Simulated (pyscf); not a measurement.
•S–GeH₃ + hydrogen (H₂) → HS–GeH₃ + H atom (H•) (hydrogen abstraction; doublet surface; H–H broken, H–S formed). Optimised with ωB97X-D3(BJ)/def2-SVP in PySCF. Energies in kJ/mol from the separated reactants.

| level | barrier | reaction energy |
|---|---|---|
| PBE/def2-TZVP | 55.4 | +57.5 |
| r²SCAN/def2-TZVP | 59.3 | +68.0 |
| B3LYP-D3(BJ)/def2-TZVP | ? | ? |
| PBE0-D3(BJ)/def2-TZVP | 58.5 | +55.1 |
| M06-2X/def2-TZVP | ? | +64.0 |
| HF/def2-TZVP | 109.3 | +67.6 |

Problem. What belongs in the gaps?

Solution. 
- B3LYP-D3(BJ)/def2-TZVP, barrier: 71.7
- B3LYP-D3(BJ)/def2-TZVP, reaction energy: +76.2
- M06-2X/def2-TZVP, barrier: 81.0

At PBE, r²SCAN, B3LYP-D3(BJ) this geometry lies under the product side: in single points on another level's saddle the reverse barrier vanishes, and the forward threshold there is about the reaction energy. •S–GeH₃ lies 34.5 kJ/mol over its isomer HS–GeH₂• (electronic energy, ωB97M-D3(BJ)/def2-TZVP). This is the saddle that the search found; another between the same sides may lie lower. The angle at the transferred H is 173°. Elements up to Kr have no core potential and no relativistic terms here.
